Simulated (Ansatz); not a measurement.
# AlBO+ (doublet): from Hartree-Fock to the top rungs, def2-TZVPP

The task here is to estimate one member of a computed series from the others.

Program: Ansatz 0.2.0, Gaussian basis. Level of theory: def2-TZVPP, core rule «outside noble gas», up to 7 orbitals frozen. These are calculated values, not measurements.

Plan: UHF; ROHF; CCSD(T) on UHF.

2 further runs of the same task are left out: 2 set aside as unsound or not needed.

### What is computed

The geometry is a PBE0/def2-TZVP stationary point (not a proven minimum) of the parent state, kept for this charge and spin.

3 atoms, charge 1, spin multiplicity 2.

Atoms are counted from 1 here; the program's logs count them from 0.

Bond lengths: Al1–O2 1.757 Å, O2–B3 1.280 Å. Angles: Al1–O2–B3 180.0°.

Coordinates:

```xyz
3

Al    0.00000    0.00000    1.59790
O     0.00000    0.00000   -0.15880
B     0.00000    0.00000   -1.43910
```

Set-up of the first run:

Input file in.yaml:

```yaml
crystal:
  periodic: [false, false, false]
  atoms:
    - {symbol: Al, position_ang: [0.000000, 0.000000, 1.597900]}
    - {symbol: O, position_ang: [0.000000, 0.000000, -0.158800]}
    - {symbol: B, position_ang: [0.000000, 0.000000, -1.439100]}
basis:
  gaussian: {orbitals: def2-TZVPP}
total_charge: 1
magnetization: {spin_polarized: true, initial_magnetization: 1}
hamiltonian: {xc: hf}
output: {orbitals: {seedname: orbitals}}
```

On the command line:

```sh
$ ansatz run in.yaml --threads 1 --pin off --events-out ev --progress --plain --max-ram 4096MiB --backend cpu
```

Among the steps run: UHF; ROHF; CCSD(T) on UHF.

One table of the session follows, with a row left open; its other results are not shown here.

| method | from UCCSD(T) (meV) |
| --- | --- |
| ROHF | +9552.9 |
| UHF | +9512.1 |
| UMP2 | +770.3 |
| UCCSD | ? |
| UCCSD(T) | 0 |

Estimate the missing values for UCCSD.

**Answer.** from UCCSD(T) (meV): +409.4. In the column «from UCCSD(T) (meV)» it lies between UCCSD(T) (0) and UMP2 (+770.3).
